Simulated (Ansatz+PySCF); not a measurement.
# singlet O3: levels of theory in one basis

```xyz
3

O     0.0000    0.0000   -0.4204
O     0.0000    1.0607    0.2102
O     0.0000   -1.0607    0.2102
```

Basis set: def2-SVP (spherical functions). Left uncorrelated: 3 orbitals. Charge 0, multiplicity 1.

Computed with Ansatz (development build ahead of 0.2.0); each method stands on the lowest determinant of its kind that the runs found. NEVPT2 correlates all electrons. Active spaces start from the frontier orbitals, and the lowest solution found is given.

| method | E − E(RHF) (eV) | <S²> of the determinant |
| --- | --- | --- |
| RHF | 0.00 | 0.00 |
| UHF | -2.00 | 0.89 |
| RHF-MP2 | -16.78 | – |
| UHF-MP2 | -15.19 | 0.89 |
| RHF-CCSD | -16.28 | – |
| UHF-CCSD | -16.30 | 0.89 |
| RHF-CCSD(T) | -17.09 | – |
| UHF-CCSD(T) | -16.87 | 0.89 |
| RHF-CCSDT(Q) | -17.25 | – |
| UHF-CCSDT(Q) | -17.28 | 0.89 |
| CASSCF(12,9) | -5.86 | – |
| CASSCF(2,2) | -2.33 | – |
| SC-NEVPT2(12,9) | -16.13 | – |

What does SC-NEVPT2(2,2) give on the same scale?

-16.35 eV. NEVPT2 here correlates all electrons, so it doesn't share the others' frozen core.

Is a single determinant a sound starting point here?

It is doubtful. Unrestricted orbitals lower Hartree–Fock by 2.00 eV and <S²> is 0.89 where a pure state has 0.00, a sign of strong static correlation. The CASSCF(12,9) natural occupations are 1.99, 1.99, 1.97, 1.96, 1.96, 1.81, 0.23, 0.05, 0.04. The CASSCF(2,2) natural occupations are 1.64, 0.36.

Caution for RHF, RHF-MP2, RHF-CCSD, RHF-CCSD(T), RHF-CCSDT(Q): an unrestricted determinant lies well below. Caution for UHF, UHF-MP2, UHF-CCSD, UHF-CCSD(T), UHF-CCSDT(Q): the unrestricted determinant is a mixture of spin states; the determinant breaks the point group. Caution for UHF-MP2, UHF-CCSD(T): another reference gives a lower total. Caution for RHF-CCSD, UHF-CCSD, RHF-CCSD(T), UHF-CCSD(T): the program doubts this total. Caution for RHF-CCSDT(Q): the amplitudes may be one of several solutions.
